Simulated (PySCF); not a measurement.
# How the method moves the adiabatic energies of losing or gaining an electron of hydroxyamidogen

Structure: `[NH]O` (H2NO•). The parent is a doublet.

All levels share the PBE0-D3(BJ)/ma-def2-SVP structures and the PBE0-D3(BJ)/ma-def2-SVP thermal terms; only the single-point energies (PySCF) change. Values are adiabatic energies of losing or gaining an electron (0 K, eV).

```jsonl
{"level": "HF/jun-cc-pV(T+d)Z", "ionisation energy to the singlet cation": "9.42", "time": "3.4 s"}
{"level": "MP2/jun-cc-pV(T+d)Z", "ionisation energy to the singlet cation": "9.49", "time": "18 s"}
{"level": "CCSD(T)/jun-cc-pV(T+d)Z", "ionisation energy to the singlet cation": "9.52", "time": "12 min"}
{"level": "ωB97X-D3(BJ)/ma-def2-TZVP", "ionisation energy to the singlet cation": "9.74", "time": "–"}
```

Times are wall times for all single points of a level on 1 thread of Arm Neoverse V2, a shared host; the dash marks the run that also made the structures.

Hartree-Fock leaves out electron correlation, so its ionisation energies and electron affinities from energy differences come out too low, often by 1 eV or more.

The spread: 0.31 eV, from 9.42 to 9.74.

Differences come from unrounded values, so a last digit can differ from that of the printed terms.
